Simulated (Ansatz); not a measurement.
Equilibrium lattice constant a of some cubic elemental metals

Method: PBE+SOC in Ansatz (plane waves, PAW). References are measured values corrected to a static lattice.

Values in Å.

```csv
solid,reference,PBE+SOC,error (%)
fcc Pt,3.913,3.973,+1.53
bcc Cs,6.039¶,6.159,+1.99
bcc Ba,4.995¶,?,?
bcc Ta,3.299,3.319,+0.61
fcc Pb,4.902¶,5.047,+2.96
fcc Ir,3.831,3.873,+1.10
bcc W,3.16,3.185,+0.79
fcc Au,4.062,4.144,+2.02
```

Question: Estimate the withheld PBE+SOC value.

Answer: The errors of the other rows run from +0.61 % to +2.96 %, with a median of +1.53 %; carried to the reference 4.995 it gives 5.071 Å. The run gives 5.021 Å (+0.52 %), -0.99 % from the estimate, outside the range of the other rows; the row was drawn at random, and such an estimate is rough. Over these 8 solids the mean error is +1.44 %, the mean absolute error 1.44 % (median 1.31 %), and the worst case fcc Pb at +2.96 %; the value is too high in 8 of 8 cases.

All these references are brought to a static lattice.

¶ marks references of a special kind: bcc Cs, 6.039 Å (measured, low-temperature or extrapolated to 0 K; zero-point anharmonic expansion removed; as tabulated in Csonka et al. (2009), arXiv:0903.4037); bcc Ba, 4.995 Å (measured, low-temperature or extrapolated to 0 K; zero-point anharmonic expansion removed, our sources range from 4.995 to 5.004; as tabulated in Csonka et al. (2009), arXiv:0903.4037); fcc Pb, 4.902 Å (measured, low-temperature or extrapolated to 0 K; zero-point anharmonic expansion removed, our sources range from 4.902 to 4.912; as tabulated in Csonka et al. (2009), arXiv:0903.4037).

Differences are worked out from the printed values.

Ansatz's density-functional and Hartree–Fock values are scalar-relativistic unless marked +SOC, with PAW data made under PBE.

Not in this set, of the elemental metals with a reference value in our tables and a result at some level: 19 for a reference at room or unstated temperature; 17 for no value at PBE+SOC (not run, a failed fit, an unstable or unbound cell, or a value held back for tests). These can be a level's best or worst cases. Solids without a released value at any level aren't counted. Layered and molecular crystals are counted apart. The metals Ce to Yb are counted apart.

References as tabulated in Mejia-Rodriguez and Trickey (2018), arXiv:1807.09216; Csonka et al. (2009), arXiv:0903.4037.

Ansatz is a program for electronic structure.
